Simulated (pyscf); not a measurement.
•HN–SiH(Cl)–Cl + hydrogen (H₂) → H₂N–SiH(Cl)–Cl + H atom (H•), a hydrogen abstraction (doublet surface; H–H broken, H–N formed). PySCF, gas phase, ωB97X-D3(BJ)/def2-SVP geometries. Energies in kcal/mol from the separated reactants.

Small-basis levels: PySCF, no dispersion term, spherical d functions. Open shells are spin-unrestricted. 

**Question.** Quick HF/3-21G single points give ΔE‡ = 18.3 kcal/mol and ΔE = -14.0 kcal/mol. What does ωB97M-D3(BJ)/def2-TZVP give, and how far is the quick result from it?

**Answer.** ωB97M-D3(BJ)/def2-TZVP gives ΔE‡ = 7.2 kcal/mol and ΔE = -10.7 kcal/mol. HF/3-21G lies 11.1 kcal/mol over it in the barrier and 3.3 kcal/mol under it in the reaction energy, so on this step it does not hold to within 3.0 kcal/mol. ωB97M-D3(BJ)/def2-TZVP has limits of its own. •HN–SiH(Cl)–Cl lies 21.5 kcal/mol over its isomer H₂N–Si•(Cl)–Cl (electronic energy, ωB97M-D3(BJ)). One saddle was located; it need not be the lowest between these sides. The angle at the transferred H is 158°.
